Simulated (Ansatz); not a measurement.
Predict the output of the script below (Ansatz 0.2.0 through its Python package).

The script, `h2o.py`:
```python
"""How close coupled cluster comes to full CI on H2O(+)."""

import logging
import sys

import ansatz as az
from ase import Atoms

logging.basicConfig(stream=sys.stdout, format="%(levelname)s %(message)s")
logger = logging.getLogger("calc")
logger.setLevel(logging.INFO)

BASIS = "STO-3G"
NET_CHARGE = 1

atoms = Atoms(["O", "H", "H"], positions=[
    [0.0088, 0.404, 0.0],
    [-0.7872, -0.185, 0.0],
    [0.7785, -0.219, 0.0],
])
mol = az.Crystal.molecule_from_ase(atoms)

model = (
    mol.calculation()
    .basis(gaussian=BASIS)
    .charge(NET_CHARGE)
    .spin("collinear", total=1)
)
exact = model.correlation("fci").run(threads=1).report
logger.info(f"full CI {exact['free_energy_ev'] / 27.211386246:.7f} Ha over {exact['configurations']['states'][0]['n_determinants']} determinants")
print("natural occupations", [round(n, 4) for n in exact["configurations"]["natural_occupations"]])
logger.info(f"hf       misses {1000 * (exact['reference_energy_ev'] - exact['free_energy_ev']) / 27.211386246:9.3f} mHa")
for method in ["mp2", "ccsd", "ccsd_t", "bccd_t"]:
    e = model.correlation(method).run(threads=1).report["free_energy_ev"]
    logger.info(f"{method:8s} misses {1000 * (e - exact['free_energy_ev']) / 27.211386246:9.3f} mHa")
```

```console
$ python h2o.py
INFO full CI -74.7065745 Ha over 150 determinants
natural occupations [1.998, 1.9815, 1.9757, 1.0, 0.0237, 0.021]
INFO hf       misses    43.833 mHa
INFO mp2      misses    12.414 mHa
INFO ccsd     misses     0.177 mHa
INFO ccsd_t   misses     0.032 mHa
INFO bccd_t   misses     0.049 mHa
```

Caveats:
- Total energies depend on the basis set; only differences at equal settings carry meaning.
- Full CI is exact only within this small basis and its frozen core, at an unrelaxed geometry.
- The run takes the species as open-shell (spin multiplicity 2), which needn't be its ground state.
- Run time: 0.9 s on 1 thread of Arm Neoverse V1 (shared host), peak memory 0.14 GiB.
